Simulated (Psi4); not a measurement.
# C2H2F (SMILES C=[C]F), run twice

Wanted: a single-point energy of C2H2F, CASSCF(5,4)/6-311G (DKH3, density fitting, density fitting for correlation, nat orbs yes).

Program for the calculation: Psi4 1.11.

1 further run of the same task is left out (set aside as unsound or not needed).

### 1 The molecule

C2H2F has 5 atoms, charge 0, and is taken as a doublet. As SMILES, `C=[C]F`. The shape is that of a PBE0-D4/def2-TZVP optimisation.

Bond lengths: C1–C2 1.309 Å, C2–F3 1.302 Å, C1–H4 1.087 Å, C1–H5 1.080 Å. Angles: C1–C2–F3 130.3°, C2–C1–H4 120.7°, C2–C1–H5 119.9°, H4–C1–H5 119.4°.

### 2 The input as first written

The input, c2h2f.xyz:

```xyz
5
C2H2F
C      0.488200    -0.200400     0.008400
C     -0.592700     0.393700     0.447100
F     -1.725600     0.629500    -0.148900
H      0.534700    -0.590400    -1.005400
H      1.345200    -0.306200     0.657500
```

The input, run.py:

```python
import numpy as np
from ase.calculators.psi4 import Psi4
from ase.io import read

mol = read('c2h2f.xyz')
calc = Psi4(atoms=mol, method='casscf', basis='6-311G', memory='1600MB', num_threads=1, charge=0, multiplicity=2, label='c2h2f', reference='rohf')
calc.psi4.set_options({'scf_type': 'df', 'restricted_docc': [9], 'mcscf_type': 'df', 'mcscf_algorithm': 'ts', 'mcscf_maxiter': 60, 'active': [4], 'nat_orbs': True, 'docc': [13], 'relativistic': 'dkh', 'dkh_order': 3})
mol.calc = calc

print(f'energy: {mol.get_potential_energy():.6f} eV')
```

Started as:

```sh
python run.py
```

c2h2f.dat:

```text
Relativistic analytic gradients are not implemented yet, re-routing to finite differences.

   => Loading Basis Set <=

    Name: 6-311G
    Role: ORBITAL
    Keyword: BASIS
```

The script printed:

```text
Traceback (most recent call last):
  File "run.py", line 10, in <module>
    print(f'energy: {mol.get_potential_energy():.6f} eV')
RuntimeError:
Fatal Error: Got 13 alpha electrons, expected 12.
DOCC and SOCC must specify the occupation of all electrons or none.
```

Wall time 1.4 s (1 thread of Intel Xeon at 2.80GHz (Skylake/Cascade Lake), shared host); peak memory 0.18 GiB.

### 3 Diagnosis

The program refused the input.

The log says `Fatal Error: Got 13 alpha electrons, expected 12.`. What is wrong: the orbital occupation or active space doesn't match the electron count or the lowest state. To mend it: docc at its default in place of (13).

### 4 Try two

c2h2f.xyz is that of step 2.

The input, run.py:

```python
import numpy as np
from ase.calculators.psi4 import Psi4
from ase.io import read

mol = read('c2h2f.xyz')
calc = Psi4(atoms=mol, method='casscf', basis='6-311G', memory='1600MB', num_threads=1, charge=0, multiplicity=2, label='c2h2f', reference='rohf')
calc.psi4.set_options({'scf_type': 'df', 'restricted_docc': [9], 'mcscf_type': 'df', 'mcscf_algorithm': 'ts', 'mcscf_maxiter': 60, 'active': [4], 'nat_orbs': True, 'relativistic': 'dkh', 'dkh_order': 3})
mol.calc = calc

print(f'energy: {mol.get_potential_energy():.6f} eV')
```

Started as:

```sh
python run.py
```

c2h2f.dat:

```text
[...]
  Running in c1 symmetry.
[...]
  Nuclear repulsion =   60.961139739115154
[...]
  Multiplicity = 2
[...]
  Nalpha       = 12
  Nbeta        = 11
[...]
    Number of basis functions: 45
[...]
   @DF-ROHF iter   1:  -176.25066982950131   -6.08897e-01   5.82117e-03 DIIS
[...]
   @DF-ROHF iter  12:  -176.32693262997793   -7.27596e-12   6.89607e-09 DIIS
[...]
    Orbital Energies [Eh]
    ---------------------
    Doubly Occupied:
       1A    -26.361564     2A    -11.367210     3A    -11.259138
       4A     -1.677759     5A     -1.065623     6A     -0.829698
       7A     -0.725024     8A     -0.722615     9A     -0.678819
      10A     -0.603872    11A     -0.397837
    Singly Occupied:
      12A     -0.179467
[...]
Warning: iopen=0,opentype!=closed. Making iopen=1
[...]
      Warning! Maxstep = 0.76, scaling to 0.50
   @DF-MCSCF  2:   -176.358463836461   -9.7638e-03  2.71e-03  1.13e-06    6    1  TS
[...]
   @DF-MCSCF Final Energy: -176.363876537318390
[...]
    Warning: Norm of correction (root 0) is < 1.0E-13
   @CI  1:     0   -176.363876537318   0.0000E+00   7.5017E-14 c
   ==> Energetics <==
    SCF energy =         -176.326932629977932
    Total MCSCF energy = -176.363876537318390
[...]
 Multipole Moments:
 ------------------------------------------------------------------------------------
     Multipole            Electronic (a.u.)      Nuclear  (a.u.)        Total (a.u.)
 ------------------------------------------------------------------------------------
 L = 1.  Multiply by 2.5417464519 to convert [e a0] to [Debye]
 Dipole X            :         -3.3905230            4.0554146            0.6648915
 Dipole Y            :          1.4589438           -1.7111878           -0.2522440
 Dipole Z            :          0.2720102           -0.2330006            0.0390096
 Magnitude           :                                                    0.7122005
[...]
```

The script printed:

```text
energy: -4799.105525 eV
```

Run time: 2.6 s. Hardware: 1 thread of Intel Xeon at 2.80GHz (Skylake/Cascade Lake), shared host; peak memory 0.2 GiB.

### 5 Summary of results

At CASSCF(5,4)/6-311G (DKH3, density fitting, density fitting for correlation, nat orbs yes):

| quantity | value |
| --- | --- |
| total energy | -176.36388 Eh |
| dipole moment (correlated density) | 1.81 D |
